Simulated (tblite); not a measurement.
Run record: molecular-dynamics run, 3-pentanol, `CCC(O)CC`.

Computed with GFN2-xTB (tblite), gas phase: Langevin dynamics at 400 K from the optimised GFN2-xTB geometry, time step 0.5 fs, friction 0.01 fs⁻¹, 2000 steps. The command runs a driver script over a list of jobs; the input below is this job's line of settings and its coordinates in Å. «temperature» is in K, «steps» counts time steps and «every» is the stride of the printed frames; «frames» go on to single points.

Command:
```bash
OMP_NUM_THREADS=1 python probes_run.py task.json out
```

Input:
```
{"job": {"kind": "md", "xc": "GFN2-xTB", "basis": "xTB", "temperature": 400, "steps": 2000, "every": 50, "frames": 5}, "charge": 0, "multiplicity": 1}
C      2.492380     0.474588    -0.205707
C      1.211191    -0.217765    -0.654986
C      0.003561     0.218146     0.187375
O      0.194649    -0.086278     1.552072
C     -1.293669    -0.406826    -0.346553
C     -2.516458     0.095496     0.412227
H      3.349606     0.087540    -0.751435
H      2.651805     0.314924     0.857957
H      2.424112     1.545488    -0.381073
H      1.014057     0.011763    -1.703475
H      1.328373    -1.302075    -0.565614
H     -0.082107     1.309870     0.160930
H      0.282786    -1.043116     1.636824
H     -1.391493    -0.169324    -1.407208
H     -1.224091    -1.494846    -0.251596
H     -2.653657     1.161389     0.245820
H     -2.386889    -0.067667     1.479524
H     -3.412915    -0.424988     0.083273
```

Task: Estimate the output. One trajectory will do; the random numbers aren't given.

Result: 
```
t/fs     T/K      E/eV
    0.0   339.3   -568.49272
   25.0   296.7   -568.11103
   50.0   301.4   -568.06438
   75.0   272.9   -567.83455
  100.0   287.5   -567.90153
  125.0   303.5   -567.70877
  150.0   277.9   -567.76473
  175.0   283.6   -567.74717
  200.0   306.3   -567.74626
  225.0   222.0   -567.39869
  250.0   415.0   -567.72438
  275.0   380.8   -567.79794
  300.0   404.6   -567.89051
  325.0   418.8   -567.85668
  350.0   304.9   -567.82003
  375.0   333.8   -567.94380
  400.0   253.5   -567.74359
  425.0   271.5   -567.94254
  450.0   300.0   -567.98017
  475.0   251.0   -567.87911
  500.0   267.4   -567.73816
  525.0   298.9   -567.82739
  550.0   342.6   -567.85690
  575.0   286.0   -567.74299
  600.0   354.4   -567.81282
  625.0   296.1   -567.62859
  650.0   379.3   -567.57055
  675.0   415.2   -567.70872
  700.0   380.7   -567.63820
  725.0   350.1   -567.65221
  750.0   268.6   -567.67616
  775.0   306.5   -567.93556
  800.0   263.9   -567.79839
  825.0   393.0   -567.69798
  850.0   419.7   -567.51573
  875.0   405.0   -567.57286
  900.0   421.9   -567.60612
  925.0   375.3   -567.67806
  950.0   357.3   -567.69159
  975.0   393.5   -567.85380
 1000.0   374.2   -567.80101
```

E is the potential energy; T comes from the kinetic energy over all 3N coordinates.

Task: Sum up the printed frames.

Result: 41 frames over 1000 fs. T runs from 222 K (225 fs) to 422 K (900 fs), with a mean of 331 K over all frames and 350 K from 500 fs on. E starts at -568.493 eV, peaks 1.094 eV above that at 225 fs, and averages 0.778 eV above it from 500 fs on.

Task: Give the last frame.

Result: 0.30 Å rms from the start after alignment:
```
atom  x, y, z in Å  |  force x, y, z in eV/Å
C1      2.932   -1.478    1.070    0.341  -2.346   1.877
C2      2.077   -1.044   -0.044   -0.746  -0.389  -1.606
C3      0.849   -0.239    0.354   -0.870   0.543   0.915
O4      0.072   -1.054    1.269    0.575  -0.836  -0.978
C5     -0.042    0.243   -0.862    0.928   1.939   2.038
C6     -1.301    1.012   -0.367   -0.286  -1.228   0.040
H7      3.719   -2.259    0.872   -0.531   1.052  -0.537
H8      2.276   -2.061    1.767    0.452   0.768   0.053
H9      3.378   -0.656    1.580    0.299   0.465   0.424
H10     2.666   -0.590   -0.817    0.227   0.751  -0.398
H11     1.666   -1.946   -0.508   -0.076  -0.262  -0.278
H12     1.071    0.636    0.986    0.311  -0.054  -0.268
H13     0.291   -2.011    1.078   -0.544   1.373   0.192
H14     0.506    0.960   -1.497    0.162  -0.575   0.223
H15    -0.204   -0.647   -1.360   -0.990  -1.450  -1.365
H16    -1.192    2.084   -0.362    0.207   0.155  -0.406
H17    -1.533    0.754    0.668    0.122  -0.285  -0.069
H18    -2.179    0.704   -0.962    0.418   0.379   0.140
```

Task: How long does this job take on one thread, Arm Neoverse V1 (aarch64), shared host with 32 logical CPUs at a one-minute load of 10? And the peak memory of the process?

Result: About 9.6 s, with 0.19 GiB resident at the peak, the Python interpreter and its libraries included.
